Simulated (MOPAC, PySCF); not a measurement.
C5H8, SMILES `C[C@]12C[C@H]1C2`, neutral singlet in the gas phase. 

Cartesian coordinates (Å):
```xyz
13

C     -1.0854     1.1749     0.2316
C     -0.0905     0.1509    -0.1938
C     -0.2696    -1.2888    -0.5591
C      0.6648    -0.8876     0.5393
C      1.4052     0.1868    -0.1941
H     -1.9617     0.7017     0.6814
H     -1.4295     1.7753    -0.6144
H     -0.6513     1.8560     0.9676
H     -1.2091    -1.7447    -0.2620
H      0.1381    -1.6738    -1.4935
H      0.6640    -1.1453     1.5851
H      1.9612    -0.0677    -1.0962
H      1.8657     0.9640     0.4081
```
Charge 0, multiplicity 1.

All levels are single points at this geometry (B3LYP-D3(BJ)/def2-TZVP); Pople sets use spherical d functions. Orbital energies aren't observables, and empty levels follow the basis.

```json
[
 {"level": "B3LYP-D3(BJ)/def2-TZVP in PySCF", "HOMO (eV)": "-6.54", "LUMO (eV)": "1.13", "gap (eV)": "7.67", "dipole (D)": "0.82", "vertical IE, Delta-SCF (eV)": "8.82"},
 {"level": "PBE-D3(BJ)/def2-TZVP in PySCF", "HOMO (eV)": "-5.56", "LUMO (eV)": "0.70", "gap (eV)": "6.26", "dipole (D)": "0.83", "vertical IE, Delta-SCF (eV)": "8.69"},
 {"level": "B3LYP/3-21G in PySCF", "HOMO (eV)": "-6.38", "LUMO (eV)": "3.02", "gap (eV)": "9.40", "dipole (D)": "0.94", "vertical IE, Delta-SCF (eV)": "–"},
 {"level": "B3LYP/6-311+G** in PySCF", "HOMO (eV)": "-6.54", "LUMO (eV)": "0.21", "gap (eV)": "6.75", "dipole (D)": "0.83", "vertical IE, Delta-SCF (eV)": "–"},
 {"level": "B3LYP/6-31G* in PySCF", "HOMO (eV)": "-6.28", "LUMO (eV)": "2.80", "gap (eV)": "9.08", "dipole (D)": "0.82", "vertical IE, Delta-SCF (eV)": "8.67"},
 {"level": "BP86/6-31G* in PySCF", "HOMO (eV)": "-5.39", "LUMO (eV)": "1.91", "gap (eV)": "7.30", "dipole (D)": "0.84", "vertical IE, Delta-SCF (eV)": "–"},
 {"level": "M06-2X/6-31G* in PySCF", "HOMO (eV)": "-7.71", "LUMO (eV)": "3.98", "gap (eV)": "11.69", "dipole (D)": "0.84", "vertical IE, Delta-SCF (eV)": "–"},
 {"level": "PBE/6-31G* in PySCF", "HOMO (eV)": "-5.29", "LUMO (eV)": "2.00", "gap (eV)": "7.29", "dipole (D)": "0.84", "vertical IE, Delta-SCF (eV)": "8.54"},
 {"level": "HF/3-21G in PySCF", "HOMO (eV)": "-9.36", "LUMO (eV)": "7.34", "gap (eV)": "16.70", "dipole (D)": "0.95", "vertical IE, Delta-SCF (eV)": "–"},
 {"level": "HF/STO-3G in PySCF", "HOMO (eV)": "-8.09", "LUMO (eV)": "11.20", "gap (eV)": "19.29", "dipole (D)": "0.74", "vertical IE, Delta-SCF (eV)": "–"},
 {"level": "AM1 in MOPAC", "HOMO (eV)": "-9.76", "LUMO (eV)": "2.12", "gap (eV)": "11.88", "dipole (D)": "0.63", "vertical IE, Delta-SCF (eV)": "–"},
 {"level": "PM3 in MOPAC", "HOMO (eV)": "-9.91", "LUMO (eV)": "2.05", "gap (eV)": "11.95", "dipole (D)": "0.63", "vertical IE, Delta-SCF (eV)": "–"},
 {"level": "PM6 in MOPAC", "HOMO (eV)": "-9.70", "LUMO (eV)": "1.98", "gap (eV)": "11.68", "dipole (D)": "1.05", "vertical IE, Delta-SCF (eV)": "–"}
]
```
